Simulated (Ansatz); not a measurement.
The input, for Ansatz 0.2.0:

```yaml
crystal:
  periodic: [false, false, false]
  atoms:
    - {symbol: Ge, position_ang: [0.000000, 0.000000, 0.000000]}
    - {symbol: B, position_ang: [0.000000, 0.000000, 1.987464]}
basis:
  gaussian: {orbitals: aug-cc-pVDZ}
magnetization: {spin_polarized: true, initial_magnetization: 4}
correlation: {method: mp2, electrons: outside_noble_gas}
```

```sh
$ ansatz run in.yaml --threads 1 --pin off --events-out ev --progress --plain --max-ram 2393MiB
```

Task: One thing in this input was set wrong on purpose, beside settings that are merely unusual. What is the gravest fault, and what does the program do?

Result: Multiplicity of wrong parity. How the run ends: refused.
```
Error: a molecule whose nuclei and cores have a total charge of 37 cannot have a net charge of 0 together with 4 unpaired electrons
```
